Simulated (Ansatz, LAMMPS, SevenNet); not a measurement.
# Ladder of methods for the bulk modulus B0 of antifluorite Mg2Si

Reference value: 55 GPa (measured, temperature not stated, no zero-point or thermal correction, our sources range from 47.0 to 55.0; as tabulated in Råsander and Moram (2015), arXiv:1505.02379).

| level (code) | value (GPa) | cell (Å³/atom) | difference (%) |
|---|---|---|---|
| MEAM AlSiMgCuFe.meam (LAMMPS) | 47.8 | 23.05 | -13.1 |
| SevenNet-l3i5 | 57.3 | 21.44 | +4.2 |
| PBE (Ansatz) | 54.0 | 21.49 | -1.8 |
| B3LYP (VWN-RPA form) (Ansatz) | 55.0 | 21.48 | 0.0 |
| Hartree–Fock (Ansatz) | 56.8 | 22.27 | +3.3 |

Leaving aside MEAM AlSiMgCuFe.meam (doubt noted below): The levels aren't ranked against this reference (sources at odds).

The measured value isn't corrected to a static lattice, so vibrations enter the comparison. A static lattice is as a rule stiffer than a warm one, by over a tenth in soft solids.  MEAM AlSiMgCuFe.meam: the potential file covers more elements than this solid holds. Each level is taken at its own relaxed cell. Cutoffs and k meshes differ between the levels. Ansatz's density-functional and Hartree–Fock values are scalar-relativistic unless marked +SOC, with PAW data made under PBE.

Empirical potentials (MEAM AlSiMgCuFe.meam) are fitted to chosen data: where that held the value shown, agreement is built in, and what lay outside the fit can be far off. Machine-learned potentials (SevenNet-l3i5) are trained on DFT data: a solid inside that data is no test of them.

Differences are worked out from the printed values.

Ansatz is a program for electronic structure.
